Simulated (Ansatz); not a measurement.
**Worked example: the enthalpy of formation of HCN (hydrogen cyanide)**

HCN: 3 atoms, total charge 0, spin state singlet. As SMILES, `C#N`. The shape is that of a PBE0-D4/def2-TZVP optimisation.

```xyz
3

C    -0.0056   -0.0244   -0.0056
N     0.2520    1.0610    0.2552
H    -0.2464   -1.0366   -0.2495
```

Total energies at RPA@PBE/x2c-QZVPall (sfX2C), 2 core orbitals frozen (Ansatz 0.2.0); the atoms run unrestricted:

```tsv
species	state	energy (Eh)
HCN	singlet	-93.514751
C	triplet	-37.882360
N	quartet	-54.642023
H	doublet	-0.519066
```

Harmonic wavenumbers at PBE0-D4/def2-TZVP, in cm⁻¹: 776, 776, 2223, 3457.

Measured heats of formation of the gaseous atoms at 298.15 K, in kJ/mol: C 716.9, N 472.4, H 218.0. Take 1 Eh = 2625.50 kJ/mol, 1 cm⁻¹ = 0.0119627 kJ/mol, RT = 2.479 kJ/mol.

Question: What heat of formation follows?

Answer: 
1. Electronic atomisation energy: (-37.882360) + (-54.642023) + (-0.519066) − (-93.514751) = 0.471302 Eh = 1237.4 kJ/mol.
2. Zero-point energy: half the sum of the wavenumbers, 3616 cm⁻¹ = 43.3 kJ/mol.
3. Thermal vibrational enthalpy, Σ hcν̃/(exp(hcν̃/kT) − 1): 0.5 kJ/mol. Translation, rotation and pV of a linear molecule: 3.5 RT = 8.7 kJ/mol.
4. The 3 free atoms carry 5/2 RT each: 18.6 kJ/mol.
5. Atomisation enthalpy at 298 K: 1237.4 − 43.3 − 0.5 − 8.7 + 18.6 = 1203.5 kJ/mol.
6. Sum of the atoms' heats of formation: 1407.3 kJ/mol. Heat of formation: 1407.3 − 1203.5 = +203.8 kJ/mol.

The tabulated value is +129.3 kJ/mol (Active Thermochemical Tables), so this level is off by +74.5 kJ/mol, or 5.8 % of the atomisation enthalpy. Anharmonicity and any spin-orbit splitting of the molecule are left out, and so is core correlation.
